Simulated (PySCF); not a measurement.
Gas-phase reaction: 2 C2H5F + 2 C2H2 (acetylene) → CH2CF2 + 2 C3H6 (propylene)

Computed with PySCF and rigid-rotor harmonic-oscillator thermochemistry at 1 bar. † marks an energy on the PBE0/def2-TZVP geometry and frequencies; other levels use their own. MP2 and CCSD(T) freeze the core. 6-31G* has spherical d functions here. All species are closed-shell singlets. B3LYP is the form with VWN-RPA correlation. MP2 isn't extrapolated to the basis-set limit; its ΔH°(298 K) is -236.0 kJ in def2-SVP and -214.1 kJ in def2-TZVPP. CCSD(T) isn't extrapolated to the basis-set limit; its ΔH°(298 K) is -248.2 kJ in def2-SVP and -225.2 kJ in def2-TZVPP. The harmonic model lacks anharmonicity and excited electronic states, which grow with temperature; levels with a mode under 35 cm⁻¹ are left out. Internal rotation in C2H5F, C3H6 (propylene) is treated as a harmonic vibration of one conformer, which makes the entropy rough.

```
level               ΔE electronic, kJ  ΔH°(298 K), kJ  ΔS°(298 K), J/K  ΔG°(800 K), kJ
------------------  -----------------  --------------  ---------------  --------------
B3LYP/6-31G*                     -290            -279             -136            -167
BLYP/def2-TZVP†                  -232            -222             -134            -112
CCSD(T)/def2-SVP†                -258            -248             -134            -138
HF/def2-TZVP†                    -219            -209             -134             -99
M06-2X/def2-TZVP†                -243            -233             -134            -123
MP2/def2-TZVPP†                  -224            -214             -134            -104
PBE/def2-SVP                     -314            -306             -132            -198
ωB97M-V/def2-TZVP†               -252            -242             -134            -132
```
ΔH° is lowest at PBE/def2-SVP and highest at HF/def2-TZVP†. No reference value is set beside these.
